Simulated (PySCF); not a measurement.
Level sweep

Species: 1-hexyne, C₆H₁₀.
SMILES: `C#CCCCC`

PySCF, dipoles from the SCF density, polarisabilities from static response with core orbitals frozen. Geometry: PBE0-D3(BJ)/def2-SVP, one conformer, isolated molecule.

**Question.** Compare the levels for these properties.

**Answer.** 

| level | μ (D) | α (Å³) | error (%) | anisotropy (Å³) |
| --- | --- | --- | --- | --- |
| LDA/def2-SVPD | 1.020 | 11.41 | +4.7 | 5.74 |
| PBE/def2-SVPD | 0.975 | 11.24 | +3.1 | 5.68 |
| B3LYP/def2-SVPD | 0.930 | 10.96 | +0.6 | 5.36 |
| PBE0/def2-SVPD | 0.947 | 10.85 | -0.4 | 5.34 |
| BHandHLYP/def2-SVPD | 0.903 | 10.62 | -2.6 | 5.08 |
| wB97X-D/def2-SVPD | 0.935 | 10.82 | -0.7 | 5.13 |
| HF/def2-SVPD | 0.876 | 10.32 | -5.3 | 4.75 |
| PBE0/6-31+G* | 0.935 | 10.08 | -7.5 | 5.42 |
| PBE0/aug-cc-pVDZ | 0.997 | 11.16 | +2.4 | 5.50 |

Reference polarisability: 10.900 Å³ (measured, gas; NIST CCCBDB Release 22 (SRD 101), experimental polarizabilities). The anisotropy is √(½[(α1 − α2)² + (α2 − α3)² + (α3 − α1)²]). For the polarisability, the smallest error is 0.4% (PBE0/def2-SVPD) and the largest 7.5% (PBE0/6-31+G*). The dipole runs from 0.88 D (HF/def2-SVPD) to 1.02 D (LDA/def2-SVPD). In one basis (def2-SVPD) the functionals order the polarisability from HF (lowest) to LDA (highest), a spread of 11%. Measured values can belong to vibrating molecules and may average over conformers; the computed ones are for one fixed geometry.
